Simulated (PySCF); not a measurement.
How methods differ on the ionisation energy of Si

Si [Ne] 3s2 3p2 (3P) → Si⁺ [Ne] 3s2 3p1 (2P), as a difference of total energies. Calculation: PySCF 2.14, in aug-cc-pV(T+d)Z with one added diffuse shell each of s, p, d, f type (7s6p5d3f, 71 functions); no relativity, point nucleus. Correlated levels: valence: [Ne] frozen. The calculations carry no spin-orbit coupling.

| method | ionisation energy (eV) |
| --- | --- |
| UHF | 7.638 |
| MP2 (valence) | 8.051 |
| SCS-MP2 (valence) | 7.963 |
| CCSD (valence) | 8.077 |
| CCSD(T) (valence) | 8.118 |

Errors of the correlated levels include the incompleteness of this basis and the frozen core.

Q: Which method comes closest to the reference value, and which is furthest?

A: The reference is 8.157 eV (measured; NIST levels, between the centres of gravity of the two terms). Closest: CCSD(T) (valence) (error -0.039 eV); furthest: UHF (error -0.519 eV).
